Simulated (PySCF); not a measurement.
Molecule: SMILES C/C=C\[C@H](C)F, C5H9F.

Molfile (atoms numbered from 1):
```
C5H9F
     RDKit          3D

 15 14  0  0  0  0  0  0  0  0999 V2000
    2.0525    0.1785   -0.5317 C   0  0  0  0  0  0  0  0  0  0  0  0
    1.3210   -0.5009    0.5789 C   0  0  0  0  0  0  0  0  0  0  0  0
    0.0097   -0.7472    0.6694 C   0  0  0  0  0  0  0  0  0  0  0  0
   -1.0485   -0.3770   -0.3208 C   0  0  2  0  0  0  0  0  0  0  0  0
   -1.8934    0.7948    0.1341 C   0  0  0  0  0  0  0  0  0  0  0  0
   -1.8831   -1.4719   -0.4933 F   0  0  0  0  0  0  0  0  0  0  0  0
    1.4013    0.4578   -1.3712 H   0  0  0  0  0  0  0  0  0  0  0  0
    2.5435    1.0977   -0.1708 H   0  0  0  0  0  0  0  0  0  0  0  0
    2.8550   -0.4687   -0.9220 H   0  0  0  0  0  0  0  0  0  0  0  0
    1.9461   -0.8266    1.4190 H   0  0  0  0  0  0  0  0  0  0  0  0
   -0.3763   -1.2512    1.5632 H   0  0  0  0  0  0  0  0  0  0  0  0
   -0.6032   -0.1563   -1.3057 H   0  0  0  0  0  0  0  0  0  0  0  0
   -2.3445    0.5836    1.1153 H   0  0  0  0  0  0  0  0  0  0  0  0
   -1.2778    1.7018    0.2228 H   0  0  0  0  0  0  0  0  0  0  0  0
   -2.7024    0.9841   -0.5871 H   0  0  0  0  0  0  0  0  0  0  0  0
  1  2  1  0
  2  3  2  0
  3  4  1  0
  4  5  1  0
  4  6  1  0
  1  7  1  0
  1  8  1  0
  1  9  1  0
  2 10  1  0
  3 11  1  0
  4 12  1  6
  5 13  1  0
  5 14  1  0
  5 15  1  0
M  END
```

Geometry PBE0-D3(BJ)/def2-SVP throughout; GIAO in PySCF 2.14, gas phase, one conformer, non-relativistic; equivalent atoms averaged; functional PBE0.

For orientation, 6-31G gives these absolute shieldings σ: C2 75.8, C3 69.3, C5 175.7, F6 385.6, H11 26.54, H10 26.77, H12 27.15, H7/H8/H9 30.86, H13/H14/H15 31.21 ppm.

A run gave: C2 67.8, C3 61.8, C5 172.8, F6 377.4, H11 25.54, H10 25.51, H12 25.88, H7/H8/H9 29.62, H13/H14/H15 30.13 ppm (absolute shieldings σ).

Task: Which basis set was used in that run?
A. def2-SVP
B. aug-cc-pVDZ
C. IGLO-III
D. 6-311+G(2d,p)

Result: B. F6 tells them apart best: aug-cc-pVDZ gives 377.4, 6-311+G(2d,p) gives 371.8, def2-SVP gives 393.8, IGLO-III gives 370.2 ppm.
